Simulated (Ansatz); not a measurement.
**C₂H₅Al (built from SMILES C#C.[AlH3]): search for a transition state**

Is there a first-order saddle for this insertion into a bond, which should form Al1–C5, H2–C6 and break Al1–H2, and which two structures does it connect?

Program: Ansatz 0.2.0, Gaussian basis. Level of theory: PBE0-D4, def2-SVP first, then def2-TZVP. These are calculated values, not measurements.

114 further runs of the same task are left out: 114 set aside as unsound or not needed.

### 1 The system as given

The guess: 8 atoms, charge 0, spin multiplicity 1.

Atoms are counted from 1 here; the program's logs count them from 0.

Bond lengths: Al1–H2 1.674 Å, Al1–H3 1.544 Å, Al1–H4 1.548 Å, Al1–C5 2.189 Å, Al1–C6 2.381 Å, C5–C6 1.299 Å, C5–H7 1.077 Å, C6–H8 1.072 Å. Angles: H2–Al1–H3 106.8°, H2–Al1–H4 112.9°, H2–Al1–C5 72.5°, H2–Al1–C6 39.8°, H3–Al1–H4 117.0°, H3–Al1–C5 121.0°, H3–Al1–C6 120.4°, H4–Al1–C5 116.6°, H4–Al1–C6 121.6°, C5–Al1–C6 32.7°, Al1–C5–C6 81.8°, Al1–C5–H7 156.2°, C6–C5–H7 122.0°, Al1–C6–C5 65.5°, Al1–C6–H8 149.3°, C5–C6–H8 145.2°.

As a file:

```xyz
8

Al   -0.87300   -0.57960   -0.62290
H    -0.27980   -0.77840    0.93020
H    -0.59330   -1.89620   -1.37870
H    -2.32710   -0.05040   -0.64940
C     0.70550    0.90680   -0.32420
C     0.76260    0.33920    0.84290
H     1.35050    1.72580   -0.59300
H     1.25460    0.33290    1.79520
```

Distances that are to change: Al1–C5 2.19 Å, H2–C6 1.53 Å, Al1–H2 1.67 Å.

### 2 Constrained relaxation of the guess

The input, hold/in.yaml:

```yaml
crystal:
  periodic: [false, false, false]
  atoms:
    - {symbol: Al, position_ang: [-0.873000, -0.579600, -0.622900]}
    - {symbol: H, position_ang: [-0.279800, -0.778400, 0.930200]}
    - {symbol: H, position_ang: [-0.593300, -1.896200, -1.378700]}
    - {symbol: H, position_ang: [-2.327100, -0.050400, -0.649400]}
    - {symbol: C, position_ang: [0.705500, 0.906800, -0.324200]}
    - {symbol: C, position_ang: [0.762600, 0.339200, 0.842900]}
    - {symbol: H, position_ang: [1.350500, 1.725800, -0.593000]}
    - {symbol: H, position_ang: [1.254600, 0.332900, 1.795200]}
basis:
  gaussian: {orbitals: def2-SVP}
hamiltonian: {xc: pbe0, dispersion: d4}
relax: {f_tol: 0.08, max_steps: 120, escape_saddle: false, constraints: [{distance: [0, 4]}, {distance: [1, 5]}, {distance: [0, 1]}]}
```

Command:

```bash
$ ansatz run in.yaml --threads 2 --pin off --events-out ev --progress --plain --max-ram 4352MiB
```

The runs that follow: A starting Hessian; Saddle search in the small basis; Saddle search in triple zeta; Checking the order of the point; Relaxing after a step of 0.30 Å one way along the mode; Relaxing after a step of 0.30 Å the other way along the mode.

Q: Predict the outcome of this session. Wanted: imaginary mode; barrier from the start side; barrier from the end side; energy of the step; pairs that change; zero-point energy at the saddle.

As calculated:

| quantity | value |
| --- | --- |
| imaginary mode | 670i cm⁻¹ |
| barrier from the start side | 0.286 eV |
| barrier from the end side | 2.059 eV |
| energy of the step | -1.773 eV |
| pairs that change | Al1–C5 formed, H2–C6 formed, Al1–H2 broken |
| zero-point energy at the saddle | 1.317 eV |

In words: The point has a single imaginary mode (670i cm⁻¹), as a transition state must. The two relaxations end on the structures that were planned. At PBE0-D4/def2-TZVP the electronic barrier is 0.286 eV, about 11 kT at 298 K, and the step runs 1.773 eV downhill. A step off the saddle overshot and began above it in energy, so the link to its end is likely but not proven. Lower complexes than these ends may exist.
